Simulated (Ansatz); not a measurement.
# HNO: the cost of one run

Computed with Ansatz 0.2.0, Gaussian basis. Level: def2-QZVPP, all electrons in the functionals, frozen cores in the correlation of double hybrids and RPA.

To be run: wB97M-V, B2PLYP, at charge 0, triplet; charge 0, singlet; charge 0, quintet; charge 1, doublet; charge 1, quartet.

2 further runs of the same task are left out: 2 set aside as unsound or not needed.

### 1 The system

The geometry is a PBE0/def2-TZVP stationary point (not a proven minimum).

3 atoms, charge 0, spin multiplicity 3.

Atoms are counted from 1 here; the program's logs count them from 0.

Bond lengths: N1–O2 1.310 Å, O2–H3 0.972 Å. Angles: N1–O2–H3 109.0°.

No dispersion term is added; wB97M-V holds VV10 nonlocal correlation.

The geometry shown and the zero of energy belong to the point charge 0, triplet. The yardstick, UCCSD(T), and other wave-function levels (R restricted, U unrestricted, valence and pair active spaces) come from earlier runs.

### 2 wB97M-V, charge 0, triplet

in.yaml

```yaml
crystal:
  periodic: [false, false, false]
  atoms:
    - {symbol: N, position_ang: [0.000000, -0.059009, 0.726911]}
    - {symbol: O, position_ang: [0.000000, 0.100344, -0.573400]}
    - {symbol: H, position_ang: [0.000000, -0.772778, -0.999631]}
basis:
  gaussian: {orbitals: "def2-QZVPP.json"}
magnetization: {spin_polarized: true, initial_magnetization: 2}
hamiltonian: {xc: {name: wB97M-V}}
output: {orbitals: {seedname: orbitals}}
```

Command:

```bash
$ ansatz run in.yaml --threads 1 --pin off --events-out ev --progress --plain --max-ram 2393MiB
```

**Question.** How long does this run take on 1 thread of Arm Neoverse V1, shared host?

About 7 s.
